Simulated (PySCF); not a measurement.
Ionisation of tert-butylphosphine

Parent: `CC(C)(C)P` (C4H11P). Numbering: `[CH3:1][C:2]([CH3:3])([CH3:4])[PH2:5]`

These are calculated values, ωB97X-D3(BJ)/ma-def2-TZVP in PySCF (grid level 2) at geometries from PBE0-D3(BJ)/def2-SVP. Zero-point and thermal terms (298.15 K, 1 bar) come from unscaled PBE0-D3(BJ)/def2-SVP harmonic frequencies, with soft modes damped to free rotors in the entropy.

Frontier levels of the parent: HOMO -9.45 eV, LUMO 0.98 eV.

Oxidation to the radical cation:
```
Vertical ionisation energy (electronic)              : 9.32 eV
Adiabatic ionisation energy (with zero-point energy) : 8.58 eV
Adiabatic, electronic part                           : 8.61 eV
Vertical gap at the product's structure              : 7.87 eV
Inner reorganisation energy (four-point)             : 1448 meV
Relaxation of product / of parent                    : 711 / 738 meV
⟨S²⟩ of the product                                  : 0.753
Largest spin populations                             : P5 0.90
Largest changes of atomic charge                     : P5 0.54, H (on P5) 0.10, H (on P5) 0.10
Distances that move most (Å)                         : C2–P5 1.889 → 1.848; P5–H 1.430 → 1.416; P5–H 1.430 → 1.416; C1–C2 1.526 → 1.541
Potential in DMF                                     : 6.13 V absolute, 1.58 V against Fc+/Fc computed at 4.54 V (solvation -8 → -243 kJ/mol)
```

Solvents are IEF-PCM continua (electrostatics only, gas-phase structures); absolute potentials refer to an electron at rest in vacuum. Fc+/Fc in DMF, 4.54 V, is ωB97X-D3(BJ)/ma-def2-TZVP on PBE0-D3(BJ)/def2-SVP structures with GFN2-xTB thermal terms. Benchmark calculations put it near 5.0 V in acetonitrile and DMSO, so it is about 0.5 V low, and the value against it can read up to that much too high.

Measured values (NIST Chemistry WebBook, evaluated or the median of agreeing entries): vertical ionisation energy 9.30 eV (computed 9.32, difference 0.02); adiabatic ionisation energy 8.90 eV (computed 8.58, difference -0.32).

Structures, frequencies and single points took 19 min of wall time on 1 thread of Arm Neoverse V2 (shared host), launched as `OMP_NUM_THREADS=1 python redox_run.py task.json out`.

Differences come from unrounded values, so a last digit can differ from that of the printed terms.
